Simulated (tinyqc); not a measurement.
Worked calculation: UHF in the sto-3g basis, for H2O, spin multiplicity 1. One step of it, computed by the program tinyqc.

Task: Iteration 1: diagonalisation and new density. Diagonalise F' = X^T F X, C = X C', fill 5 alpha and 5 beta electrons from the bottom; D(s) = C_occ C_occ^T. Each column has its largest component positive (the first on a tie).

F(alpha) (hartree), order 1O 1s, 1O 2s, 1O 2px, 1O 2py, 1O 2pz, 2H 1s, 3H 1s:
```
[[-19.933329, -5.118530, 0.000000, 0.000000, -0.029082, -1.039392, -1.039392],
 [-5.118530, -2.230519, 0.000000, 0.000000, -0.136028, -0.908746, -0.908746],
 [0.000000, 0.000000, -0.129917, 0.111307, 0.000000, -0.059742, 0.059742],
 [0.000000, 0.000000, 0.111307, -0.292690, 0.000000, -0.351049, 0.351049],
 [-0.029082, -0.136028, 0.000000, 0.000000, -0.279458, -0.303117, -0.303117],
 [-1.039392, -0.908746, -0.059742, -0.351049, -0.303117, -0.461650, -0.335072],
 [-1.039392, -0.908746, 0.059742, 0.351049, -0.303117, -0.335072, -0.461650]]
```

F(beta) (hartree), order 1O 1s, 1O 2s, 1O 2px, 1O 2py, 1O 2pz, 2H 1s, 3H 1s:
```
[[-19.933329, -5.118530, 0.000000, 0.000000, -0.029082, -1.039392, -1.039392],
 [-5.118530, -2.230519, 0.000000, 0.000000, -0.136028, -0.908746, -0.908746],
 [0.000000, 0.000000, -0.129917, -0.111307, 0.000000, 0.059742, -0.059742],
 [0.000000, 0.000000, -0.111307, -0.292690, 0.000000, -0.351049, 0.351049],
 [-0.029082, -0.136028, 0.000000, 0.000000, -0.279458, -0.303117, -0.303117],
 [-1.039392, -0.908746, 0.059742, -0.351049, -0.303117, -0.461650, -0.335072],
 [-1.039392, -0.908746, -0.059742, 0.351049, -0.303117, -0.335072, -0.461650]]
```

X, order 1O 1s, 1O 2s, 1O 2px, 1O 2py, 1O 2pz, 2H 1s, 3H 1s:
```
[[-0.320208, 0.000000, 0.749209, 0.000000, -0.616177, 0.000000, 0.160689],
 [1.126358, 0.000000, -0.292959, 0.000000, -0.299459, 0.000000, 0.431630],
 [0.000000, 0.000000, 0.000000, 1.000000, 0.000000, 0.000000, 0.000000],
 [0.000000, 0.907021, 0.000000, 0.000000, 0.000000, 0.686611, 0.000000],
 [0.515949, 0.000000, 0.653425, 0.000000, 0.639244, 0.000000, 0.198957],
 [-0.710312, -0.828478, -0.163833, 0.000000, 0.133620, 0.375852, 0.378262],
 [-0.710312, 0.828478, -0.163833, 0.000000, 0.133620, -0.375852, 0.378262]]
```

Give: F' = X^T F X; orbital energies; coefficients C; F' = X^T F X; orbital energies; coefficients C; D(alpha) after iteration 1; D(beta) after iteration 1.

Result:

F' = X^T F X (alpha) (hartree):
```
[[0.199, 0.000, 1.641, 0.000, -1.369, 0.000, 0.300],
 [0.000, 0.641, 0.000, 0.200, 0.000, 0.057, 0.000],
 [1.641, 0.000, -8.806, 0.000, 8.773, 0.000, -3.842],
 [0.000, 0.200, 0.000, -0.130, 0.000, 0.032, 0.000],
 [-1.369, 0.000, 8.773, 0.000, -9.341, 0.000, 4.103],
 [0.000, 0.057, 0.000, 0.032, 0.000, -0.536, 0.000],
 [0.300, 0.000, -3.842, 0.000, 4.103, 0.000, -2.842]]
```

orbital energies (alpha) (hartree): [-19.943, -1.098, -0.540, -0.313, -0.178, 0.565, 0.693]

coefficients C (alpha), order 1O 1s, 1O 2s, 1O 2px, 1O 2py, 1O 2pz, 2H 1s, 3H 1s:
```
[[0.994, -0.220, 0.000, 0.106, 0.000, -0.148, 0.000],
 [0.028, 0.766, 0.000, -0.499, 0.000, 0.891, 0.000],
 [0.000, 0.000, -0.058, 0.000, 0.970, 0.000, 0.238],
 [0.000, 0.000, 0.651, 0.000, -0.185, 0.000, 0.915],
 [0.004, 0.148, 0.000, 0.830, 0.000, 0.656, 0.000],
 [-0.006, 0.215, 0.406, 0.200, 0.217, -0.778, -0.785],
 [-0.006, 0.215, -0.406, 0.200, -0.217, -0.778, 0.785]]
```

F' = X^T F X (beta) (hartree):
```
[[0.199, 0.000, 1.641, 0.000, -1.369, 0.000, 0.300],
 [0.000, 0.641, 0.000, -0.200, 0.000, 0.057, 0.000],
 [1.641, 0.000, -8.806, 0.000, 8.773, 0.000, -3.842],
 [0.000, -0.200, 0.000, -0.130, 0.000, -0.032, 0.000],
 [-1.369, 0.000, 8.773, 0.000, -9.341, 0.000, 4.103],
 [0.000, 0.057, 0.000, -0.032, 0.000, -0.536, 0.000],
 [0.300, 0.000, -3.842, 0.000, 4.103, 0.000, -2.842]]
```

orbital energies (beta) (hartree): [-19.943, -1.098, -0.540, -0.313, -0.178, 0.565, 0.693]

coefficients C (beta), order 1O 1s, 1O 2s, 1O 2px, 1O 2py, 1O 2pz, 2H 1s, 3H 1s:
```
[[0.994, -0.220, 0.000, 0.106, 0.000, -0.148, 0.000],
 [0.028, 0.766, 0.000, -0.499, 0.000, 0.891, 0.000],
 [0.000, 0.000, 0.058, 0.000, 0.970, 0.000, -0.238],
 [0.000, 0.000, 0.651, 0.000, 0.185, 0.000, 0.915],
 [0.004, 0.148, 0.000, 0.830, 0.000, 0.656, 0.000],
 [-0.006, 0.215, 0.406, 0.200, -0.217, -0.778, -0.785],
 [-0.006, 0.215, -0.406, 0.200, 0.217, -0.778, 0.785]]
```

D(alpha) after iteration 1, order 1O 1s, 1O 2s, 1O 2px, 1O 2py, 1O 2pz, 2H 1s, 3H 1s:
```
[[1.047, -0.194, 0.000, 0.000, 0.060, -0.032, -0.032],
 [-0.194, 0.836, 0.000, 0.000, -0.300, 0.065, 0.065],
 [0.000, 0.000, 0.943, -0.217, 0.000, 0.187, -0.187],
 [0.000, 0.000, -0.217, 0.458, 0.000, 0.224, -0.224],
 [0.060, -0.300, 0.000, 0.000, 0.711, 0.198, 0.198],
 [-0.032, 0.065, 0.187, 0.224, 0.198, 0.298, -0.126],
 [-0.032, 0.065, -0.187, -0.224, 0.198, -0.126, 0.298]]
```

D(beta) after iteration 1, order 1O 1s, 1O 2s, 1O 2px, 1O 2py, 1O 2pz, 2H 1s, 3H 1s:
```
[[1.047, -0.194, 0.000, 0.000, 0.060, -0.032, -0.032],
 [-0.194, 0.836, 0.000, 0.000, -0.300, 0.065, 0.065],
 [0.000, 0.000, 0.943, 0.217, 0.000, -0.187, 0.187],
 [0.000, 0.000, 0.217, 0.458, 0.000, 0.224, -0.224],
 [0.060, -0.300, 0.000, 0.000, 0.711, 0.198, 0.198],
 [-0.032, 0.065, -0.187, 0.224, 0.198, 0.298, -0.126],
 [-0.032, 0.065, 0.187, -0.224, 0.198, -0.126, 0.298]]
```
